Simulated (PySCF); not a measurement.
PySCF input (TPSSh/def2-TZVPD):

```python
from pyscf import gto, scf, dft

mol = gto.M(
    atom='''
    N    -1.05997366    0.17565434    0.10860037
    C     0.21644186    0.32696809   -0.03998556
    O     1.07605746   -0.59592755   -0.08974990
    H    -1.48450763   -0.74284263    0.20063411
    H    -1.66614008    0.98767825    0.13577794
    H     0.66335248    1.33119586   -0.13870204
    ''',
    basis='def2-tzvpd',
    charge=1,
    spin=1,
    verbose=4,
)

mf = dft.UKS(mol, xc='tpssh').density_fit(auxbasis='def2-universal-jkfit')
mf.grids.level = 3
mf.conv_tol = 1e-9
mf.max_cycle = 100
mf.max_memory = 1500
mf.kernel()
if not mf.converged:
    mf = mf.newton()
    mf.kernel(mf.make_rdm1())
for _ in range(2):
    mo, _, stable, _ = mf.stability(return_status=True)
    if stable:
        break
    mf.kernel(mf.make_rdm1(mo, mf.mo_occ))
mf.analyze()
```

End of the output:

```
Extra cycle  E= -169.606830400667  delta_E= 2.02e-12  |g|= 1.06e-05  |ddm|= 1.28e-05
converged SCF energy = -169.606830400667  <S^2> = 0.75466325  2S+1 = 2.0046578
uhf_internal: lowest eigs of H = [0.04517946 0.3086165  0.31707286]
<class 'pyscf.df.df_jk.DFUKS'> wavefunction is stable in the internal stability analysis
**** SCF Summaries ****
Total Energy =                        -169.606830400667036
Nuclear Repulsion Energy =              71.227697379316908
One-electron Energy =                 -364.317309176626509
Two-electron Energy =                  123.482781396642551
Two-electron Coulomb Energy =          145.213398525344445
DFT Exchange-Correlation Energy =      -21.730617128701891
HOMO-LUMO gap [eV] =                     2.575047938171415
**** MO energy ****
                             alpha | beta                alpha | beta
MO #1   energy= -19.4459554517395  | -19.419731667416   occ= 1 | 1
MO #2   energy= -14.5793501598587  | -14.5782285154912  occ= 1 | 1
MO #3   energy= -10.5223366827846  | -10.5234799199788  occ= 1 | 1
MO #4   energy= -1.38051906225926  | -1.33242022709676  occ= 1 | 1
MO #5   energy= -1.20593283216298  | -1.19542386473997  occ= 1 | 1
MO #6   energy= -0.911618157013027 | -0.899302236191211 occ= 1 | 1
MO #7   energy= -0.844391853924282 | -0.826522568192843 occ= 1 | 1
MO #8   energy= -0.796142031176934 | -0.774084591899392 occ= 1 | 1
MO #9   energy= -0.725738204206431 | -0.703154947833867 occ= 1 | 1
MO #10  energy= -0.713149216350252 | -0.702418121501887 occ= 1 | 1
MO #11  energy= -0.651944735067257 | -0.571546522734202 occ= 1 | 1
MO #12  energy= -0.581497150674977 | -0.476915255650681 occ= 1 | 0
MO #13  energy= -0.299601746331899 | -0.296528297612678 occ= 0 | 0
MO #14  energy= -0.190842560102006 | -0.187061260499839 occ= 0 | 0
MO #15  energy= -0.169393195772134 | -0.165594243817363 occ= 0 | 0
MO #16  energy= -0.129092329913123 | -0.124285465840689 occ= 0 | 0
MO #17  energy= -0.114711295046667 | -0.109373163024058 occ= 0 | 0
MO #18  energy= -0.0973106498879201 | -0.0964353082553182 occ= 0 | 0
MO #19  energy= -0.0785612346893033 | -0.0757305704232485 occ= 0 | 0
MO #20  energy= -0.0766401190624056 | -0.0725346503075632 occ= 0 | 0
MO #21  energy= -0.0446659845026428 | -0.0426299106532684 occ= 0 | 0
MO #22  energy= -0.0423768784826243 | -0.0387132202267208 occ= 0 | 0
MO #23  energy= -0.0249500335559485 | -0.0223587497633591 occ= 0 | 0
MO #24  energy= -0.0228118959514911 | -0.021170154476887 occ= 0 | 0
MO #25  energy= 0.0205108828528079 | 0.0277012772803282 occ= 0 | 0
MO #26  energy= 0.0280356294306922 | 0.0314862136097035 occ= 0 | 0
MO #27  energy= 0.0486791218035521 | 0.0503800665023936 occ= 0 | 0
MO #28  energy= 0.0688121127212725 | 0.074670143186382  occ= 0 | 0
MO #29  energy= 0.0792219237775654 | 0.0833876347069312 occ= 0 | 0
MO #30  energy= 0.0863461042718423 | 0.0894863500664585 occ= 0 | 0
MO #31  energy= 0.0916450680509854 | 0.0935188898767258 occ= 0 | 0
MO #32  energy= 0.111264253798128  | 0.118714315739842  occ= 0 | 0
MO #33  energy= 0.127709613215959  | 0.131170049149805  occ= 0 | 0
MO #34  energy= 0.144554449963219  | 0.145885143431114  occ= 0 | 0
MO #35  energy= 0.144862264480016  | 0.147123965556282  occ= 0 | 0
MO #36  energy= 0.150469998016299  | 0.153760511635534  occ= 0 | 0
MO #37  energy= 0.171613592023307  | 0.174526039280898  occ= 0 | 0
MO #38  energy= 0.18721266938848   | 0.191547540813652  occ= 0 | 0
MO #39  energy= 0.194110386890844  | 0.205691733198224  occ= 0 | 0
MO #40  energy= 0.211311583179247  | 0.215799553383887  occ= 0 | 0
MO #41  energy= 0.218325250103775  | 0.225442455287024  occ= 0 | 0
MO #42  energy= 0.23974850915717   | 0.241263427394056  occ= 0 | 0
MO #43  energy= 0.254038292966093  | 0.2565522244561    occ= 0 | 0
MO #44  energy= 0.291009702470311  | 0.29330540077648   occ= 0 | 0
MO #45  energy= 0.292888120159196  | 0.2944413448916    occ= 0 | 0
MO #46  energy= 0.324851404745499  | 0.326127777481803  occ= 0 | 0
MO #47  energy= 0.326053679720881  | 0.335007371853578  occ= 0 | 0
MO #48  energy= 0.341377116594016  | 0.348971332067949  occ= 0 | 0
MO #49  energy= 0.353971238318909  | 0.360482583689036  occ= 0 | 0
MO #50  energy= 0.413314907075074  | 0.418487585770385  occ= 0 | 0
MO #51  energy= 0.428857122290472  | 0.432036770473307  occ= 0 | 0
MO #52  energy= 0.435018851603558  | 0.435425173327157  occ= 0 | 0
MO #53  energy= 0.45299600228799   | 0.455925940825501  occ= 0 | 0
MO #54  energy= 0.466564931686284  | 0.473262378658395  occ= 0 | 0
MO #55  energy= 0.508019667987108  | 0.510484795569685  occ= 0 | 0
MO #56  energy= 0.520779867024319  | 0.527713164160505  occ= 0 | 0
MO #57  energy= 0.589469320549867  | 0.595424461810619  occ= 0 | 0
MO #58  energy= 0.621894122057276  | 0.626567197152044  occ= 0 | 0
MO #59  energy= 0.622697687987186  | 0.63293442522192   occ= 0 | 0
MO #60  energy= 0.63863847823928   | 0.641835946868346  occ= 0 | 0
MO #61  energy= 0.649874658357982  | 0.658175998671902  occ= 0 | 0
MO #62  energy= 0.692309807501687  | 0.695296662643457  occ= 0 | 0
MO #63  energy= 0.73904326273755   | 0.763968217485701  occ= 0 | 0
MO #64  energy= 0.796956084527547  | 0.798653931144855  occ= 0 | 0
MO #65  energy= 0.829558755334624  | 0.838866552284795  occ= 0 | 0
MO #66  energy= 0.881272818372089  | 0.891585283720353  occ= 0 | 0
MO #67  energy= 0.948926065689207  | 0.958596460489641  occ= 0 | 0
MO #68  energy= 1.0591779497318    | 1.06785289108755   occ= 0 | 0
MO #69  energy= 1.07311772568998   | 1.07370734452331   occ= 0 | 0
MO #70  energy= 1.17850038528452   | 1.18066621714923   occ= 0 | 0
MO #71  energy= 1.22651936361542   | 1.23472161328236   occ= 0 | 0
MO #72  energy= 1.24582419094811   | 1.25958304237079   occ= 0 | 0
MO #73  energy= 1.30747722684487   | 1.31875654722615   occ= 0 | 0
MO #74  energy= 1.36600744235065   | 1.38634954931275   occ= 0 | 0
MO #75  energy= 1.41655272936779   | 1.44277481479982   occ= 0 | 0
MO #76  energy= 1.46671067517437   | 1.47093529397421   occ= 0 | 0
MO #77  energy= 1.54569884883641   | 1.55327634245437   occ= 0 | 0
MO #78  energy= 1.55302064113289   | 1.57956048898296   occ= 0 | 0
MO #79  energy= 1.58280875485878   | 1.59425580393889   occ= 0 | 0
MO #80  energy= 1.64148186609757   | 1.64466803627394   occ= 0 | 0
MO #81  energy= 1.66790248257735   | 1.68223375913696   occ= 0 | 0
MO #82  energy= 1.71238776182934   | 1.72916149899345   occ= 0 | 0
MO #83  energy= 1.77153094412499   | 1.77369774767132   occ= 0 | 0
MO #84  energy= 1.84947403075117   | 1.86432279379764   occ= 0 | 0
MO #85  energy= 1.95340097548448   | 1.96879192427406   occ= 0 | 0
MO #86  energy= 1.99548998673171   | 2.0006625606487    occ= 0 | 0
MO #87  energy= 2.00936309353128   | 2.01405235312333   occ= 0 | 0
MO #88  energy= 2.10081897398085   | 2.10389810107332   occ= 0 | 0
MO #89  energy= 2.10221215868152   | 2.11520885516599   occ= 0 | 0
MO #90  energy= 2.20467288232896   | 2.23230990055129   occ= 0 | 0
MO #91  energy= 2.32132301145356   | 2.3234908957718    occ= 0 | 0
MO #92  energy= 2.38076723707518   | 2.38673901991104   occ= 0 | 0
MO #93  energy= 2.47069880087078   | 2.4851729055393    occ= 0 | 0
MO #94  energy= 2.48113619712125   | 2.50426392051326   occ= 0 | 0
MO #95  energy= 2.52688423200901   | 2.55587637347541   occ= 0 | 0
MO #96  energy= 2.56954763686269   | 2.57476029668612   occ= 0 | 0
MO #97  energy= 2.65070440171788   | 2.65288172058292   occ= 0 | 0
MO #98  energy= 2.72060237485174   | 2.72027827415841   occ= 0 | 0
MO #99  energy= 2.80117886589801   | 2.81181316596012   occ= 0 | 0
MO #100 energy= 2.83305568739454   | 2.83816436591444   occ= 0 | 0
MO #101 energy= 2.85811202852236   | 2.86495216874995   occ= 0 | 0
MO #102 energy= 2.86147026366545   | 2.86527424560267   occ= 0 | 0
MO #103 energy= 2.92097392734469   | 2.96600922173128   occ= 0 | 0
MO #104 energy= 2.97411788922939   | 2.97802864622837   occ= 0 | 0
[...]
```
